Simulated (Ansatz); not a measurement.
Basis-set extrapolation for C2H4ClNO, SMILES `N=C(Cl)CO` (PBE0-D4/def2-TZVP geometry, frozen core, Ansatz). Multiplicity 1, RHF reference.

|  | def2-TZVPP | def2-QZVPP |
| --- | --- | --- |
| HF | -666.955501 | -666.977661 |
| MP2 correlation | -0.959467 | -1.034071 |
| CCSD(T) correlation | -1.034445 | not run |

Energies in hartree. Use E(X) = E(∞) + A·exp(−7.88·√X) for Hartree–Fock and E(X) = E(∞) + B·X^(−2.97) for correlation, with X = 3 and 4, and add CCSD(T) minus MP2 of the smaller set to the MP2 limit.

**Question.** What is the CCSD(T) energy at the basis-set limit?

**Answer.** HF limit: -666.977661 + (-0.022160) × 0.13774 = -666.98071. MP2 limit: -1.034071 + (-0.074604) × 0.74074 = -1.08933. Higher-order term: -1.034445 − (-0.959467) = -0.07498. Total: -668.14502 hartree, 97.3 kcal/mol below CCSD(T)/def2-TZVPP.
